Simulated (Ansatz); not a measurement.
# SiHCl2 radical: a rigid scan of the bond length Si2–H4

The task here is to estimate one member of a computed series from the others.

The runs use Ansatz 0.2.0, Gaussian basis; single points in def2-TZVPP.

Levels: PBE-D4, r2SCAN-D4, PBE0-D4, B3LYP-D4, wB97M-V, Hartree-Fock, MP2, CCSD, CCSD(T). The scan takes 1.310, 1.362, 1.437, 1.526, 1.624, 1.730, 1.842, 1.960 Å.

Cores are frozen in the correlated methods. Orbitals are unrestricted. B3LYP uses VWN-RPA correlation.

29 further runs of the same task are left out: 29 set aside as unsound or not needed.

## Starting geometry

The minimum, relaxed at PBE0-D4: SMILES `Cl[SiH]Cl`, 4 atoms, charge 0, spin multiplicity 2.

Atoms are counted from 1 here; the program's logs count them from 0.

Bond lengths: Cl1–Si2 2.047 Å, Si2–Cl3 2.047 Å, Si2–H4 1.488 Å. Angles: Cl1–Si2–Cl3 110.2°, Cl1–Si2–H4 108.0°, Cl3–Si2–H4 108.0°.

Geometry (Å):

```
Cl   -1.6466    0.1778    0.8894
Si    0.1876   -0.4142    0.2000
Cl    0.2509   -0.2813   -1.8417
H     1.2082    0.5177    0.7524
```

Energies of the minimum (eV), from earlier single points: PBE-D4 -32927.43962, r2SCAN-D4 -32939.35318, PBE0-D4 -32930.18101, B3LYP-D4 -32943.10629, wB97M-V -32939.74047, CCSD(T) -32902.74164.

At the minimum the bond length Si2–H4 is 1.488 Å.

Set-up of the first run:

Contents of ccsdt-tzvpp/in.yaml:

```yaml
crystal:
  periodic: [false, false, false]
  atoms:
    - {symbol: Cl, position_ang: [-1.646644, 0.177814, 0.889382]}
    - {symbol: Si, position_ang: [0.187626, -0.414158, 0.199985]}
    - {symbol: Cl, position_ang: [0.250858, -0.281336, -1.841739]}
    - {symbol: H, position_ang: [1.085914, 0.406068, 0.686204]}
basis:
  gaussian: {orbitals: def2-TZVPP}
magnetization: {spin_polarized: true, initial_magnetization: 1}
correlation: {method: ccsd_t}
scf: {omitted_lower_state_checks: [cluster_reference]}
```

No record of the launch command was kept for these runs.

Steps of the session up to this table: Si2–H4 = 1.310 Å; Si2–H4 = 1.362 Å; Si2–H4 = 1.437 Å; Si2–H4 = 1.526 Å; Si2–H4 = 1.624 Å; Si2–H4 = 1.730 Å; Si2–H4 = 1.842 Å; Si2–H4 = 1.960 Å.

One of the session's tables, all rows but one given; the rest of the session is left out.

Energies less that of the minimum at the same level (kJ/mol):

| bond length (Å) | PBE-D4 | PBE0-D4 | B3LYP-D4 | wB97M-V | Hartree-Fock |
| --- | --- | --- | --- | --- | --- |
| 1.310 | 37.6 | 34.5 | 33.0 | 32.0 | 29.8 |
| 1.362 | 18.2 | 15.9 | 15.0 | 14.2 | 12.3 |
| 1.437 | 3.3 | 2.3 | 2.0 | 1.7 | 0.7 |
| 1.488 (minimum) | 0.0 | 0.0 | 0.0 | 0.0 | 0.0 |
| 1.526 | 0.3 | 1.1 | 1.3 | 1.5 | 2.4 |
| 1.624 | ? | ? | ? | ? | ? |
| 1.730 | 27.9 | 33.7 | 33.3 | 35.8 | 43.7 |
| 1.842 | 52.5 | 61.4 | 59.5 | 64.4 | 76.9 |
| 1.960 | 81.0 | 93.2 | 89.6 | 96.3 | 112.8 |

Estimate the missing values for bond length (Å) = 1.624.

Worked estimate for «PBE-D4». A straight line through the neighbours (1.526, 0.3) and (1.730, 27.9) gives 0.3 + (27.9 − 0.3) × (1.624 − 1.526) / (1.730 − 1.526) = 13.6; a parabola fitted to 4 rows on both sides gives 9.7.

As computed: PBE-D4: 9.4; PBE0-D4: 12.4; B3LYP-D4: 12.6; wB97M-V: 13.8; Hartree-Fock: 17.6. In «PBE-D4» the line misses by +4.2 and the parabola by +0.3.

To keep in mind: A polynomial through the near points puts the CCSD(T) minimum 0.007 Å below the PBE0-D4 value.
